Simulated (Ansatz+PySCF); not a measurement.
The numbers below are computed, except where a source is named.
A run of PySCF 2.14.0 on doublet CH₂N at this shape:

| atom | x (Å) | y (Å) | z (Å) |
| --- | --- | --- | --- |
| H | 0.0000 | 0.0956 | -1.5114 |
| C | 0.0000 | -0.3205 | -0.4972 |
| N | 0.0000 | 0.3516 | 0.5535 |
| H | 0.0000 | -0.1267 | 1.4552 |

Its results:

* Converged: yes
* Reference energy: -93.43592 hartree
* Correlation energy: -0.33336 hartree
* Total energy: -93.76929 hartree
* Spin squared of the determinant: 0.856

Problem. Which input gives this output? Name the method, the orbitals and the basis set, and write the input.

Solution. UHF-MP2 in cc-pVTZ.

```python
from pyscf import gto, scf, mp

mol = gto.M(atom="""
H 0.000000 0.095560 -1.511450
C 0.000000 -0.320520 -0.497240
N 0.000000 0.351630 0.553530
H 0.000000 -0.126670 1.455170
""", basis='cc-pvtz', charge=0, spin=1)
mf = scf.UHF(mol)
mf.kernel()
pt = mp.MP2(mf, frozen=2).run()
print(mf.e_tot, pt.e_corr, pt.e_tot)
```

Caution: the unrestricted determinant is spin contaminated.
